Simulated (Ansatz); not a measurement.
Input file for `C#CC(F)CCl`:

```yaml
crystal:
  periodic: [false, false, false]
  atoms:
    - {symbol: C, position_ang: [0.498758, -1.463673, -1.705149]}
    - {symbol: C, position_ang: [0.125807, -0.957381, -0.685160]}
    - {symbol: C, position_ang: [-0.326303, -0.329955, 0.545626]}
    - {symbol: F, position_ang: [0.249972, -0.960832, 1.637769]}
    - {symbol: C, position_ang: [0.050028, 1.139719, 0.642138]}
    - {symbol: Cl, position_ang: [-0.829032, 2.089770, -0.565093]}
    - {symbol: H, position_ang: [0.830300, -1.915818, -2.610315]}
    - {symbol: H, position_ang: [-1.412075, -0.437009, 0.639648]}
    - {symbol: H, position_ang: [-0.221735, 1.511100, 1.628873]}
    - {symbol: H, position_ang: [1.117278, 1.272877, 0.474561]}
basis:
  gaussian: {orbitals: def2-TZVPP}
correlation: {method: ccsd_t}
```

```sh
$ ansatz run in.yaml --threads 4 --pin off --events-out ev --progress --plain --max-ram 10444MiB
```

The program prints (abridged):

```
Functional definition: HF
1539 factors; integrals over basis functions are off by at most 1.0e-3 eV
mean field evaluation 1: about -19392.4000 eV, gradient 3.3e1 eV
mean field evaluation 2: about -19392.7685 eV, gradient 3.3e1 eV
mean field evaluation 4: about -19395.6203 eV, gradient 4.6e0 eV
mean field evaluation 8: about -19395.6735 eV, gradient 3.0e-1 eV
mean field -19395.67385465 eV, -712.7778672984 hartree, gradient 8.0e-6 eV, S^2 0.000000; 0 other end points of the search recorded, 0 dependent functions left out
10 core orbitals not correlated: weight in the atoms' cores, before any rotation towards them, 1.000 or more for the frozen orbitals, at most 0.000 for the correlated occupied ones
reference -19395.67385465 eV, -712.7778672984 hartree; 17, 17 occupied and 226, 226 virtual orbitals, 1539 factors
second order -29.13319788 eV of doubles, -0.00000000 eV of singles
cycle   1  -29.27564029 eV  change   -1.4e-1 eV  update   1.2e-1
cycle   2  -29.98181109 eV  change   -7.1e-1 eV  update   3.5e-2
cycle   3  -30.14361639 eV  change   -1.6e-1 eV  update   1.6e-2
cycle   4  -30.13849172 eV  change    5.1e-3 eV  update   4.7e-3
cycle   5  -30.13895352 eV  change   -4.6e-4 eV  update   2.0e-3
cycle   6  -30.14089258 eV  change   -1.9e-3 eV  update   5.9e-4
cycle   7  -30.14102142 eV  change   -1.3e-4 eV  update   2.1e-4
cycle   8  -30.14098316 eV  change    3.8e-5 eV  update   5.8e-5
cycle   9  -30.14101615 eV  change   -3.3e-5 eV  update   2.2e-5
perturbative correction -1.31287345 eV, -0.0482472092 hartree
Total energy: -19427.12774424 eV, -713.9337764208 hartree
```

Run time 3.9 min (4 threads of an Arm Neoverse V1 on a shared host); peak host memory 5.9 GiB.

Correlation energy per correlated electron: -0.925 eV. T1 diagnostic: 0.0111.
